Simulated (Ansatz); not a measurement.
Species: C₃H₄, SMILES `C#CC` (charge 0, multiplicity 1).

Q: Give a relaxed geometry from B3LYP-D3(BJ)/def2-TZVP run with Ansatz (a first-principles code).

A: the end point of this relaxation (outside a Z-matrix the atoms follow the SMILES, hydrogens last).
Bonds (Å): C1–C2 1.200, C1–H4 1.062, C2–C3 1.454, C3–H5 1.092, C3–H6 1.092, C3–H7 1.092. Angles (°): C2–C1–H4 180.0, C1–C2–C3 180.0, C2–C3–H5 110.9, C2–C3–H6 110.9, C2–C3–H7 110.9, H5–C3–H6 108.0, H5–C3–H7 108.0, H6–C3–H7 108.0.
